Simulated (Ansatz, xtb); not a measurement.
## CH5BN: which of two isomers lies lower

We compare X, `BN[CH2]`, a doublet, with Y, `C[B]N`, a doublet. Both are isolated molecules in the gas phase, relaxed with PBE0-D3(BJ)/pcseg-1; the shapes shown needn't be the lowest conformers.

X (Å):

```yaml
atoms:
  - { symbol: C, position_ang: [-1.4057, 1.1989, -1.4354] }
  - { symbol: B, position_ang: [-0.7019, 0.7234, 0.9198] }
  - { symbol: N, position_ang: [-1.0341, 1.5578, -0.1669] }
  - { symbol: H, position_ang: [-0.4006, 1.2448, 1.9572] }
  - { symbol: H, position_ang: [-0.7351, -0.4662, 0.7592] }
  - { symbol: H, position_ang: [-1.0006, 2.5600, -0.0130] }
  - { symbol: H, position_ang: [-1.4637, 0.1425, -1.6744] }
  - { symbol: H, position_ang: [-1.6312, 1.9678, -2.1661] }
```

Y (Å):

```xyz
8

C    -0.6240    0.7894    0.7989
B    -1.2909    0.5354   -0.5861
N    -1.5944    1.4765   -1.5522
H    -0.3873    1.8507    0.9850
H     0.3071    0.2139    0.8912
H    -1.2752    0.4405    1.6117
H    -1.4021    2.4706   -1.4453
H    -2.0296    1.2476   -2.4355
```

Task: Estimate which is lower in electronic energy at CCSD(T)/def2-SVP + ΔMP2/def2-TZVPP, and by roughly how much.

Result: The CCSD(T)/def2-SVP + ΔMP2/def2-TZVPP calculation puts structure Y lower, by 7.5 kcal/mol.

How the difference moves with the method:

| level | geometry | E(Y) − E(X) (kcal/mol) | departure from the last row (kcal/mol) | job, with rough time for the two |
| --- | --- | --- | --- | --- |
| GFN2-xTB | GFN2-xTB | +22.9 | +30.4 | optimisation, 0.09 s |
| HF/STO-3G | GFN2-xTB | +2.8 | +10.3 | single point, 0.26 s |
| r2SCAN-D4/def2-SVP | GFN2-xTB | −6.9 | +0.6 | single point, 5.1 s |
| PBE0-D3(BJ)/pcseg-1 | PBE0-D3(BJ)/pcseg-1 | −7.2 | +0.3 | optimisation, 55 s |
| HF/def2-SVP | PBE0-D3(BJ)/pcseg-1 | −6.0 | +1.5 | part of the CCSD(T) run |
| MP2/def2-SVP | PBE0-D3(BJ)/pcseg-1 | −9.3 | −1.8 | part of the CCSD(T) run |
| CCSD(T)/def2-SVP | PBE0-D3(BJ)/pcseg-1 | −6.5 | +1.0 | single point |
| CCSD(T)/def2-SVP + ΔMP2/def2-TZVPP | PBE0-D3(BJ)/pcseg-1 | −7.5 |  | single point, 18 s |

As drawn, Y has 1 C–B, 1 C–H, 1 N–H in place of 1 C–N, 2 B–H.

GFN2-xTB, HF/STO-3G put the two in the other order. The largest departure from CCSD(T)/def2-SVP + ΔMP2/def2-TZVPP is that of GFN2-xTB, 30.4 kcal/mol. The last row adds to CCSD(T) the change of the MP2 difference between the two basis sets, here −1.0 kcal/mol.

With harmonic frequencies from PBE0-D3(BJ)/pcseg-1 (ideal gas, rigid rotor, one conformer each, 298.15 K, 1 atm): on the last row, ΔE + ΔZPE = −5.7, ΔH = −5.6, ΔG = −6.1 kcal/mol.

Open shells are spin-unrestricted. The correlated steps freeze 3 core orbitals. Codes used: Ansatz 0.2.0, xtb 6.7.1; the last row on 1 thread of Arm Neoverse V1 on a shared host.
